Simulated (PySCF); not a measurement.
C3H4OS.
Geometry (PBE0-D3(BJ)/def2-SVP, Å), atoms numbered from 1 in this order:
```xyz
9
C3H4OS angstrom
C     -1.509   -0.261    0.132
S     -0.331    0.254   -1.146
C      1.085    0.693   -0.199
C      2.033   -0.227   -0.113
O      2.847   -1.049   -0.063
H     -1.705    0.555    0.842
H     -2.443   -0.510   -0.394
H     -1.152   -1.150    0.670
H      1.231    1.678    0.253
```

Theory: MP2 and CCSD/aug-cc-pVDZ in PySCF, restricted Hartree–Fock reference, frozen core, non-relativistic, gas phase, PBE0-D3(BJ)/def2-SVP geometry.

E(HF) = -588.31327 Eh.

(1) How large is the problem?

(2) What are the MP2 and CCSD correlation energies?

(3) What is the T1 diagnostic?

(4) How does correlation change the dipole moment?

Answers

(1) 155 basis functions and 46 electrons; 9 orbitals frozen, which leaves o = 14 correlated occupied and v = 132 virtual orbitals. That is o·v = 1848 singles and o·v(o·v + 1)/2 = 1708476 distinct closed-shell doubles amplitudes before symmetry; the costliest CCSD step grows as o²v⁴ = 6.0 × 10^10.

(2) MP2 -0.7442 Eh and CCSD -0.7794 Eh, which gives totals of -589.05745 and -589.09270 Eh. That is 0.757 eV for each correlated electron at CCSD (2046 kJ/mol in all, 0.132 % of the total energy); MP2 gives 95.5 % of the CCSD value.

(3) 0.0151, below the customary warning level of 0.02. It is the norm of the spatial-orbital singles amplitudes over the root of the number of correlated electrons, so the norm is 0.080.

(4) HF gives 2.21 D and CCSD (unrelaxed density) 1.81 D, a change of -0.40 D; the two vectors are 7° apart.

No triples correction and no basis-set extrapolation were made.

The job also held the EOM ionisation roots. The run took 5.9 min of wall time on one thread, Arm Neoverse V2 (aarch64), shared host with 32 logical CPUs at a one-minute load of 16, and the process peaked at 2.9 GiB of memory.

One conformer stands for the species.
